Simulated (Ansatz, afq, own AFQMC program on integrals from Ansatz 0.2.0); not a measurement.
**InH3⁺, doublet: AFQMC among the cluster methods**

```json
{"atom": "In", "x (Å)": "0.0000", "y (Å)": "-0.0190", "z (Å)": "-0.0023"}
{"atom": "H", "x (Å)": "0.0000", "y (Å)": "2.3328", "z (Å)": "-0.0713"}
{"atom": "H", "x (Å)": "0.0000", "y (Å)": "-0.1196", "z (Å)": "-1.3355"}
{"atom": "H", "x (Å)": "0.0000", "y (Å)": "-0.0485", "z (Å)": "1.6658"}
```

Basis def2-SVP with its core potentials. Only valence electrons are correlated. AFQMC by an in-house program on the Cholesky factors that Ansatz 0.2.0 writes for its CCSD(T) run. The CISD trial takes its coefficients from CCSD amplitudes. Released means that phaseless walkers are propagated on without the constraint, phases kept. ± is one standard error of the sampling. No spin–orbit coupling.

Determinant: UHF, the one that the program's search chose, which needn't be the lowest solution. The geometry is a point of a scan.

Full CI on the same integrals is exact in this basis and with this determinant's frozen core.

Cautions: no spin-orbit coupling; inner d shell frozen.

```
T1 diagnostic                               : 0.0101
weight of the determinant in the CISD state : 0.959
⟨S²⟩ of the determinant                     : 0.751
size of the correlated space                : 5 electrons in 32 orbitals
```

```tsv
level	correlation energy (eV)
MP2	-1.2584
CCSD	-1.6645
CCSD(T)	-1.6798
```

(1) Estimate where phaseless AFQMC with a CISD trial lies against CCSD(T) on the same integrals.

(1) 0.6 ± 0.04 kJ/mol below CCSD(T).

Reference: full CI, correlation energy -1.686 eV. The released energy is read at 2.40 1/Eh (meV from the phaseless value at times in 1/Eh: -0.4 ± 0.5 at 0.24, 0.0 ± 0.4 at 0.51, -0.1 ± 0.3 at 0.99, -0.2 ± 0.3 at 1.62, -0.3 ± 0.3 at 2.40).

```csv
level,E − E(reference) (kJ/mol),share of correlation (%)
CCSD(T),0.6,99.62
CCSDT,0.0,99.97
CCSDT(Q),0.0,99.99
CCSDTQ,0.0,100.00
ph-AFQMC/CISD,0.0 ± 0.04,99.98
released AFQMC,0.0 ± 0.03,99.99
```

CCSDT and higher add their correlation energy to the determinant of the CCSD(T) run, since their own runs factorise the integrals more tightly (a shift of under 2 meV). A walk keeps the symmetry of its determinant, which the program's search chose and which needn't be the lowest solution, so a lower state of the same spin and another symmetry isn't excluded. Released energies are given only where the last usable release times agree within the noise; a slower fall can still hide under it.
